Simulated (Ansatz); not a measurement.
# CH2AlN: taking an electron away

How much energy removes an electron from CH2AlN at fixed geometry? The cation is run at each level and the neutral's energy taken from earlier runs.

Method: unrestricted cation, the program's frozen cores in correlated methods; program: Ansatz 0.2.0, Gaussian basis.

The runs, in order: UKS PBE-D4/def2-TZVPP; UKS r2SCAN-D4/def2-TZVPP; UKS PBE0-D4/def2-TZVPP; UKS B3LYP-D4/def2-TZVPP; UKS wB97X-V/def2-TZVPP; UKS wB97M-V/def2-TZVPP; UKS B2PLYP/def2-TZVPP; UHF-CCSD(T)/def2-TZVPP; UHF-MP2/def2-QZVPP; extrapolation to the limit; then −ε(HOMO) from the neutral's earlier runs with LDA (SPW92), PBE-D4, revPBE-D4, BLYP-D4, r2SCAN-D4, B97M-V, PBE0-D4, B3LYP-D4, r2SCANh-D4, r2SCAN0-D4, HSE06-D4, BHLYP-D4, CAM-B3LYP-D4, LC-ωPBE, ωB97X-V, ωB97M-V.

## (1) The relaxed structure

All runs share one geometry, relaxed beforehand with PBE0-D4 in a triple-zeta def2 set.

SMILES `N#[C][AlH2]`, 5 atoms, charge 0, spin multiplicity 1.

Atoms are counted from 1 here; the program's logs count them from 0.

Bond lengths: N1–C2 1.154 Å, C2–Al3 1.938 Å, Al3–H4 1.572 Å, Al3–H5 1.572 Å. Angles: N1–C2–Al3 180.0°, C2–Al3–H4 117.0°, C2–Al3–H5 117.0°, H4–Al3–H5 126.1°.

## (2) Cation, UKS PBE-D4/def2-TZVPP

Input file in.yaml:

```yaml
crystal:
  periodic: [false, false, false]
  atoms:
    - {symbol: N, position_ang: [1.382347, -1.346021, 1.394164]}
    - {symbol: C, position_ang: [0.714170, -0.697950, 0.711820]}
    - {symbol: Al, position_ang: [-0.407215, 0.389972, -0.434569]}
    - {symbol: H, position_ang: [-1.629710, -0.322860, -1.120219]}
    - {symbol: H, position_ang: [-0.009693, 1.903159, -0.592597]}
basis:
  gaussian: {orbitals: def2-TZVPP}
total_charge: 1
magnetization: {spin_polarized: true, initial_magnetization: 1}
hamiltonian: {xc: pbe, dispersion: d4}
```

The runs that follow: Cation, UKS r2SCAN-D4/def2-TZVPP; Cation, UKS PBE0-D4/def2-TZVPP; Cation, UKS B3LYP-D4/def2-TZVPP; Cation, UKS wB97X-V/def2-TZVPP; Cation, UKS wB97M-V/def2-TZVPP; Cation, UKS B2PLYP (frozen core)/def2-TZVPP; Cation, UHF-CCSD(T)/def2-TZVPP; Cation, UHF-MP2/def2-QZVPP.

**Question.** What will the summary of the whole plan be? Wanted: ionisation energy, CCSD(T)/def2-TZVPP; nearest functional by difference; nearest −ε(HOMO); −ε(HOMO) of PBE; T1 of the cation.

The runs gave:

| quantity | value |
| --- | --- |
| ionisation energy, CCSD(T)/def2-TZVPP | 12.11 eV |
| nearest functional by difference | ωB97X-V (-0.16 eV) |
| nearest −ε(HOMO) | LC-ωPBE (-0.03 eV) |
| −ε(HOMO) of PBE | 7.95 eV |
| T1 of the cation | 0.154 |

**Reading.** Energy differences with functionals land within 0.96 eV of the reference. −ε(HOMO) of PBE misses by 4.2 eV, since self-interaction lifts the level. Among orbital estimates LC-ωPBE comes nearest. Hartree-Fock falls 1.11 eV short, as the neutral has more correlation energy than the cation. The cation's T1 (from the report) is 0.154, above the customary mark of 0.045 for open shells, so the coupled-cluster value is less safe. The cation may have settled in a state other than its lowest; no search over hole states beyond the program's own was made.
